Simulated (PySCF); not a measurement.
Species: C3H3NO.
Bonds: C1–C2 (aromatic), C2–O3 (aromatic), O3–C4 (aromatic), C4–N5 (aromatic), C1–N5 (aromatic). Hydrogens: H6 on C1; H7 on C2; H8 on C4.

Method: PySCF, PBE0-D3(BJ)/def2-SVP geometry optimisation, gas phase; density fitting, grid level 1; the optimiser is geomeTRIC in internal coordinates, started from a GFN2-xTB structure.

Step 0: E = -6683.6281 eV
```
atom  x, y, z in Å  |  force x, y, z in eV/Å
C1     -0.8606   -0.5318    0.2437    0.326   0.451  -0.180
C2     -0.6946    0.7427   -0.1981   -0.047  -0.372   0.130
O3      0.6267    0.9485   -0.3805    0.067   0.185  -0.069
C4      1.1997   -0.2102   -0.0411   -0.502  -0.368   0.170
N5      0.3673   -1.1213    0.3363    0.444  -0.322   0.071
H6     -1.7548   -1.0610    0.4980   -0.676  -0.265   0.147
H7     -1.3671    1.5476   -0.4095   -0.309   0.540  -0.157
H8      2.2649   -0.3060   -0.0997    0.697   0.151  -0.112
```

Step 1: E = -6683.6583 eV
```
atom  x, y, z in Å  |  force x, y, z in eV/Å
C1     -0.8623   -0.5376    0.2459   -0.124  -0.109   0.046
C2     -0.7011    0.7360   -0.1953    0.051   0.138  -0.049
O3      0.6267    0.9395   -0.3774   -0.032  -0.028   0.012
C4      1.2024   -0.2257   -0.0359    0.137   0.115  -0.049
N5      0.3752   -1.1385    0.3415   -0.038  -0.050   0.021
H6     -1.7854   -1.0597    0.4999    0.070   0.026  -0.014
H7     -1.3636    1.5695   -0.4172    0.017  -0.062   0.017
H8      2.2897   -0.2751   -0.1125   -0.081  -0.031   0.016
```

**Question.** Estimate the geometry and energy of step 2. (The exact step hangs on the optimiser's Hessian estimate; all steps are aligned on step 1, rigid shifts and turns removed.)

**Answer.** E = -6683.6587 eV, largest force 0.069 eV/Å
```
atom  x, y, z in Å  |  force x, y, z in eV/Å
C1     -0.8643   -0.5382    0.2463    0.061   0.028  -0.014
C2     -0.6996    0.7365   -0.1954   -0.006   0.053  -0.017
O3      0.6274    0.9413   -0.3778   -0.048  -0.046   0.018
C4      1.2032   -0.2233   -0.0366   -0.003   0.020  -0.005
N5      0.3747   -1.1365    0.3411    0.003  -0.040   0.012
H6     -1.7850   -1.0605    0.5000    0.006  -0.001   0.001
H7     -1.3631    1.5671   -0.4167   -0.011  -0.002   0.000
H8      2.2881   -0.2777   -0.1119   -0.001  -0.012   0.005
```

The energy changes by -0.0004 eV. The first-order estimate −F·Δx gives -0.0011 eV and the mean of the old and new forces, exact on a quadratic surface, -0.0004 eV. The step makes an angle of 57° with the force vector and moves no atom by more than 0.003 Å.

What follows is the cost of the whole optimisation. Hardware: one thread of an Intel Xeon 6975P-C, no GPU, shared host with 192 logical CPUs at a one-minute load of 91. Cost: 6.4 s, 0.39 GiB resident at most.
